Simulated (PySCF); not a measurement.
BF(OH)₂, optimised at GFN2-xTB:

```xyz
6

O      0.3230     0.2419    -1.5247
B      0.4559    -0.2142    -0.2660
O      0.2362    -1.4847     0.0821
F      0.8264     0.6342     0.7019
H      0.5075     1.1719    -1.6522
H     -0.0267    -2.0631    -0.6328
```

Computed with PySCF (xtb for GFN2) and rigid-rotor harmonic-oscillator thermochemistry at 1 bar. 6-31G* has spherical d functions here. All species are closed-shell singlets. B3LYP is the form with VWN-RPA correlation. BF(OH)₂: computed as isolated molecules; such fragments, hydroxides, amides, oligomers or adducts are transient or little studied in the gas.

List the harmonic frequencies (cm⁻¹, unscaled) at this level and at the other levels, each on its own geometry.


- GFN2-xTB: 382, 414, 517, 541, 596, 845, 933, 942, 1282, 1381, 3643, 3646
- B3LYP/6-31G*: 426, 460, 484, 563, 677, 880, 1029, 1036, 1464, 1509, 3795, 3795
- HF/6-31G*: 456, 491, 516, 584, 743, 930, 1101, 1110, 1549, 1593, 4118, 4120
- PBE/def2-SVP: 421, 453, 457, 538, 656, 860, 981, 989, 1426, 1478, 3758, 3763
- PBE0/def2-TZVP: 427, 462, 485, 554, 683, 888, 1009, 1014, 1452, 1502, 3902, 3906
